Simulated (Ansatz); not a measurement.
`OCC1CC1` + H–F → `OCF` + `C1CC1`  (substitution at a C–C bond)

Gas-phase electronic energies from Ansatz, PBE0-D4/def2-TZVP geometries. CCSD(T)/CBS adds triple-zeta CCSD(T) − MP2 to the extrapolated MP2 energy (def2 sets, frozen cores). This one scheme is used for every species. Functionals use def2-TZVPP. B3LYP here is the variant with VWN-RPA as its local correlation; programs differ in this. Each species was taken in one conformer, which may not be the lowest.

```tsv
level	ΔE (kJ/mol)
r2SCAN-D4	13.1
B3LYP-D4	12.4
ωB97X-V	13.3
ωB97M-V	16.5
B2PLYP	12.8
r2SCAN	11.3
HF/def2-TZVPP	-2.4
HF/def2-QZVPP	-1.8
```

Q: What does CCSD(T)/CBS give? (An estimate is asked.)

A: The calculation gave: +29.5 kJ/mol. The listed levels differ from it by -16.4, -17.1, -16.2, -13.0, -16.7, -18.2, -31.9, -31.3 kJ/mol.

Largest T1 diagnostic among the species: 0.011.

The D4 term adds +9.3 kJ/mol with B3LYP and +5.3 kJ/mol with PBE0; it sums over pairs of atoms, weighted by their polarisabilities, and B3LYP, whose exchange is more repulsive, gets the larger term. From PBE to PBE0 (25 % exact exchange), in def2-TZVPP and without D4, ΔE moves by +4.1 kJ/mol.
